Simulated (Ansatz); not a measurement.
```yaml
crystal:
  periodic: [false, false, false]
  atoms:
    - {symbol: Ge, position_ang: [-0.475010, 0.362738, 0.025635]}
    - {symbol: Mg, position_ang: [1.574413, -1.070750, -0.085373]}
    - {symbol: H, position_ang: [-1.874223, 1.065134, 0.102276]}
    - {symbol: H, position_ang: [-0.864665, -0.690117, 1.192500]}
    - {symbol: H, position_ang: [-0.992862, -0.697138, -1.083599]}
basis:
  gaussian: {orbitals: def2-TZVP}
magnetization: {spin_polarized: true, initial_magnetization: 1}
hamiltonian: {xc: pbe0}
relax: {f_tol: 0.004, max_steps: 80}
```

```sh
$ ansatz run in.yaml --threads 1 --pin off --events-out ev --progress --plain --max-ram 2176MiB
```

Steps of the relaxation (energy above the last step; positions in Å, forces in eV/Å):

```
5
step 1, 717.6 meV
Ge   -0.475    0.363    0.026   -1.320   -0.722    0.077
Mg    1.574   -1.071   -0.085    0.130    0.087   -0.008
H    -1.874    1.065    0.102    0.540    0.405   -0.032
H    -0.865   -0.690    1.192    0.317    0.115   -0.154
H    -0.993   -0.697   -1.084    0.332    0.115    0.117
```

```
5
step 2, 536.9 meV
Ge   -0.595    0.275    0.033   -0.592   -0.445    0.035
Mg    1.578   -1.005   -0.086    0.252    0.173   -0.015
H    -1.833    1.256    0.099    0.607   -0.273   -0.033
H    -0.826   -0.774    1.224   -0.144    0.272   -0.185
H    -0.958   -0.781   -1.119   -0.123    0.273    0.198
```

```
5
step 3, 380.1 meV
Ge   -0.654    0.161    0.036   -0.367   -0.197    0.021
Mg    1.686   -0.878   -0.092    0.297    0.185   -0.017
H    -1.703    1.353    0.092    0.559   -0.574   -0.030
H    -0.914   -0.830    1.242   -0.250    0.293   -0.082
H    -1.047   -0.837   -1.126   -0.239    0.293    0.108
```

```
5
step 7, 0.1 meV
Ge   -0.688   -0.190    0.039   -0.005   -0.002    0.000
Mg    1.946   -0.444   -0.108    0.029   -0.003   -0.002
H    -1.161    1.284    0.061   -0.009    0.000    0.000
H    -1.295   -0.837    1.309   -0.008    0.002    0.001
H    -1.434   -0.844   -1.150   -0.008    0.002    0.000
```

```
5
step 8, 0.0 meV
Ge   -0.686   -0.191    0.039   -0.017    0.004    0.001
Mg    1.954   -0.444   -0.109   -0.004    0.000    0.000
H    -1.164    1.284    0.062    0.006   -0.009    0.000
H    -1.299   -0.835    1.309    0.007    0.003   -0.006
H    -1.437   -0.843   -1.150    0.007    0.003    0.005
```

```
5
step 9, 0.0 meV
Ge   -0.687   -0.191    0.039    0.000    0.000    0.000
Mg    1.952   -0.444   -0.109    0.000    0.000    0.000
H    -1.163    1.284    0.062    0.000    0.000    0.000
H    -1.298   -0.836    1.309    0.000    0.000    0.000
H    -1.436   -0.843   -1.150    0.000    0.000    0.000
```

Close pairs at the end: Ge1–H4 1.549 Å, Ge1–H5 1.549 Å, Ge1–H3 1.549 Å, Ge1–Mg2 2.656 Å.

A stationary point of unrestricted PBE0 after 9 steps, with ⟨S²⟩ = 0.754 against 0.75 for a pure state; no frequencies were run, so it isn't proven a minimum. 24 s on 1 thread of Intel Xeon 6975P-C, shared host.
